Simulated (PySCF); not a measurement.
A species of formula C5H5F has this rotational fingerprint, computed with PBE0-D3(BJ)/def2-SVP geometry optimisation, gas phase (PySCF):

| Item | Value |
| --- | --- |
| Rotational constants | A = 6198, B = 3057, C = 2445 MHz |
| Dipole components | \|μa\| = 0.08 D, \|μb\| = 1.74 D, \|μc\| = 0.00 D |
| Inertial defect | -40.11 u·Å² |
| κ | -0.67 |

Problem. Which candidate fits, each taken in the one conformer that was computed?
A. `C#CC1(F)CC1`
B. `C(#CC=C)CF`
C. `FC1=CCC=C1`
D. `CC(F)=C1C=C1`

Solution. A. It is C#CC1(F)CC1, an asymmetric top, point group Cs. The candidates at the same level (rigid rotor, commonest isotopes):

```tsv
SMILES	A (MHz)	B (MHz)	C (MHz)	μa (D)	μb (D)	μc (D)	Δ (u·Å²)	point group	rotor
C#CC1(F)CC1	6198	3057	2445	0.08	1.74	0.00	-40.11	Cs	asymmetric top
FC1=CCC=C1	8222	3384	2434	1.82	0.08	0.00	-3.14	Cs	asymmetric top
CC(F)=C1C=C1	7481	2667	1991	2.40	1.37	0.00	-3.17	Cs	asymmetric top
C=CC#CCF	22139	1263	1204	1.31	1.34	0.00	-3.22	Cs	near-prolate asymmetric top
```

`CC(F)=C1C=C1` has A 21 % too high; `C=CC#CCF` has A 257 % too high; `FC1=CCC=C1` has A 33 % too high. In the right answer the mirror of this Cs structure is the ab plane, so μc vanishes by symmetry. No structure here is proved a minimum.
